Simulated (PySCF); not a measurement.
# Static response to an electric field

Compound: H₂O.
Cartesian coordinates in Å at the PBE0-D3(BJ)/def2-TZVP level; atoms count from 1:
```xyz
3
H2O angstrom
O      0.0057    0.3774    0.0021
H     -0.7614   -0.1989   -0.0134
H      0.7617   -0.2135   -0.0079
```

The species is `O` (H2O).

Level: CAM-B3LYP/aug-cc-pVTZ (PySCF), static field, nuclei fixed, core orbitals frozen in the response. The polarisability tensor in these axes (au):

```
x   10.10 -0.01  0.00
y   -0.01  9.57  0.01
z    0.00  0.01  9.23
```

Q: Give the principal values, the mean and the anisotropy Δα = √{½[(α1 − α2)² + (α2 − α3)² + (α1 − α3)²]}.

A: Principal values 9.23, 9.57 and 10.10 au; mean 9.63 au = 1.43 Å³ = 1.59 × 10⁻⁴⁰ C²·m²/J; Δα = 0.75 au (8 % of the mean).

Q: What is the dipole moment, and where does it point?

A: (-0.02, -1.88, -0.04) D, 1.88 D in size, pointing from the negative to the positive side. Measured along this direction, the outermost atoms are O1 at the negative end and H2 and H3 at the positive end.

Q: Refractivity n − 1 of an ideal gas of it at 350 K and 1 atm, from the electronic α?

A: N = p/kT = 2.0968 × 10¹⁹ cm⁻³, so n − 1 = 2π × N × 1.43 × 10⁻²⁴ cm³ = 188 × 10⁻⁶ at long wavelengths.

Q: Molar refractivity from α?

A: Lorentz–Lorenz: R = (4π/3)N_A α = 2.5225 cm³/(mol·Å³) × 1.43 Å³ = 3.6 cm³/mol, in the limit of long wavelengths.

Q: In TDDFT the mean static polarisability is Σ f/ω² over all singlet excitations (ω in hartree). How much of it do the 10 lowest give? Their energies (eV) and oscillator strengths: 7.12, 0.0484; 8.68, 0.0000; 9.24, 0.0833; 10.06, 0.0014; 10.73, 0.0000; 10.79, 0.0001; 10.79, 0.0113; 11.04, 0.0000; 11.92, 0.0000; 12.29, 0.0173.

A: They add up to 1.60 au, 16.6 % of the 9.63 au; the largest single term is 0.72 au, from the state at 9.24 eV. Terms in order: 0.71, 0.00, 0.72, 0.01, 0.00, 0.00, 0.07, 0.00, 0.00, 0.08 au. Higher excitations give the rest. The strengths listed sum to 0.162.

Q: What depolarisation ratio follows for Rayleigh scattering of linearly polarised light, taking the static tensor?

A: ρ = 3Δα²/(45ᾱ² + 4Δα²) = 1.7/(4176 + 2.3) = 0.000407.

Q: How large is μ²/3kT at 298 K beside α?

A: In Gaussian units μ²/3kT = 28.78 Å³ against 1.43 Å³, a ratio of 20.16; the Debye molar polarisation (4π/3)N_A(α + μ²/3kT) is 76.2 cm³/mol, leaving out the vibrational part.

Geometry: PBE0-D3(BJ)/def2-TZVP; no solvent, vibrations or thermal averaging.
